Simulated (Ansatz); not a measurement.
Cost and result for the atomization energy of C$_{3}$H$_{4}$O$_{3}$, SMILES `COC1OC1=O` (10 atoms, 10 bonds).

```xyz
10

C    -1.5634    0.1966   -0.2621
O    -0.2125    0.4598   -0.6218
C     0.6801    0.1378    0.3151
O     1.2543   -1.2884    0.2607
C     2.0194   -0.2613   -0.0594
O     3.1239   -0.0545   -0.4267
H    -2.1839    0.6338   -1.0412
H    -1.8035    0.6599    0.7004
H    -1.7432   -0.8798   -0.2085
H     0.4287    0.3961    1.3434
```

Total charge 0; spin multiplicity 1. The geometry is a stationary point of PBE0-D4/def2-TZVP. It is one conformer, not always the lowest. Program: Ansatz. All runs use 4 threads of an AMD EPYC 9R45 on a shared host. Times are those of one run each, without the atoms' runs, and a repeat can differ threefold. Electronic energies, without spin–orbit coupling; frozen cores. CCSD(T)/CBS adds CCSD(T) − MP2 in def2-TZVPP to the MP2 limit, and its time is that of the two runs behind it. T1 = 0.016. B3LYP takes the VWN-RPA correlation (the form of Gaussian; ORCA's B3LYP/G).

CCSD(T)/CBS is a level of theory with its own doubt, some kJ/mol a heavy atom from the limit and from the frozen cores, so smaller differences don't rank the functionals.

| level | functions | wall time |
| --- | --- | --- |
| LDA (SPW92)/def2-TZVPP | 242 | 0.45 s |
| revPBE-D4/def2-TZVPP | 242 | 0.65 s |
| BLYP-D4/def2-TZVPP | 242 | 0.65 s |
| PBE-D4/def2-TZVPP (with forces) | 242 | 0.8 s |
| PBE0-D4/def2-TZVPP | 242 | 0.9 s |
| BHLYP-D4/def2-TZVPP | 242 | 0.9 s |
| B3LYP-D4/def2-TZVPP (with forces) | 242 | 1.4 s |
| PBE-QIDH/def2-TZVPP | 242 | 1.7 s |
| CCSD(T)/def2-SVP | 104 | 1.9 s |
| ωB97X-V/def2-TZVPP | 242 | 2 s |
| MP2/def2-QZVPP | 462 | 6.5 s |
| CCSD(T)/def2-TZVPP | 242 | 45 s |
| CCSD(T)/CBS(def2) | – | 52 s |

Q: What atomization energy does each give, and how far from CCSD(T)/CBS? (Best estimate.)

A: Ansatz gave: 
```
                            level  atomization (kJ/mol)  difference from CCSD(T)/CBS  per bond
           LDA (SPW92)/def2-TZVPP                5097.9                        856.6      85.7
             revPBE-D4/def2-TZVPP                4313.1                         71.8       7.2
               BLYP-D4/def2-TZVPP                4301.9                         60.6       6.1
  PBE-D4/def2-TZVPP (with forces)                4463.3                        222.0      22.2
               PBE0-D4/def2-TZVPP                4290.5                         49.2       4.9
              BHLYP-D4/def2-TZVPP                4009.7                       -231.6     -23.2
B3LYP-D4/def2-TZVPP (with forces)                4244.0                          2.7       0.3
              PBE-QIDH/def2-TZVPP                4224.5                        -16.8      -1.7
                 CCSD(T)/def2-SVP                4033.1                       -208.2     -20.8
               ωB97X-V/def2-TZVPP                4265.4                         24.1       2.4
                   MP2/def2-QZVPP                4349.9                        108.6      10.9
               CCSD(T)/def2-TZVPP                4119.9                       -121.4     -12.1
                CCSD(T)/CBS(def2)                4241.3                          0.0       0.0
```

In def2-TZVPP, CCSD(T) changes the Hartree–Fock value by +1303.7 kJ/mol (the triples alone add +101.6 kJ/mol) and MP2 by +1462.1 kJ/mol; breaking electron pairs costs correlation energy, which Hartree–Fock lacks. From r2SCAN to r2SCAN0 (25 % exact exchange), in def2-TZVPP and without D4, the atomization energy moves by −137.2 kJ/mol: exact exchange takes away binding that semilocal exchange gives to molecules. At CCSD(T), def2-SVP lies −208.2 kJ/mol from the extrapolated value and def2-TZVPP −121.4 kJ/mol: correlation converges slowly with the basis, and small sets miss more of it in the bonded molecule than in its fragments.
